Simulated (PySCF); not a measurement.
sulfur dioxide (O₂S), SMILES O=S=O.

Geometry: ωB97X-D3(BJ)/def2-TZVP.

Two levels are set side by side: PBE/def2-TZVPD (PySCF) and HF/def2-TZVPD (PySCF). Same geometry, gas phase. Differences are taken from unrounded values.

| quantity | HF | PBE | PBE minus HF |
|---|---|---|---|
| orbital gap (eV) | 13.76 | 3.68 | -10.07 |
| highest occupied level (eV) | -13.55 | -8.08 | 5.47 |
| lowest empty level (eV) | 0.20 | -4.40 | -4.60 |
| dipole moment (D) | 2.03 | 1.50 | -0.53 |
| mean polarisability (bohr³) | 23.5 | 26.1 | 2.7 |

PBE's occupied levels lie high since its potential decays too fast outside the molecule; exact exchange lowers them and widens the gap. PBE's more diffuse valence density responds more strongly to a field. Differences between two approximate levels are no errors against the true value.

Rough cost on one machine, each run with all the roots and properties that it gave: HF against PBE about 1/3.
